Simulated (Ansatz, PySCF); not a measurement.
# Rock-salt MgS: smallest direct gap on the k points sampled by level of theory

No measured value is used here.

Q: Put these levels in order of the smallest direct gap on the k points sampled that they give for rock-salt MgS, smallest first: B3LYP (VWN-RPA form) (Ansatz, an electronic-structure program), G0W0@Hartree–Fock (PySCF), LDA (Ansatz), PBE (Ansatz), r²SCAN0 (Ansatz).

A: LDA (3.48 eV), PBE (3.72 eV), B3LYP (VWN-RPA form) (5.31 eV), r²SCAN0 (6.09 eV), G0W0@Hartree–Fock (7.21 eV)

At these levels the smallest gap is indirect and lower: B3LYP (VWN-RPA form) 4.22, LDA 2.56, PBE 2.79, G0W0@Hartree–Fock 6.27, r²SCAN0 4.96 eV. Computed values are for a static lattice.  A ± on a computed value is a rough bar: the spread of its extrapolation, a floor set from checks against published values, or a statistical error. Values are at the measured cell. Cutoffs and k meshes differ between the levels. Ansatz's density-functional and Hartree–Fock values are scalar-relativistic unless marked +SOC, with PAW data made under PBE.
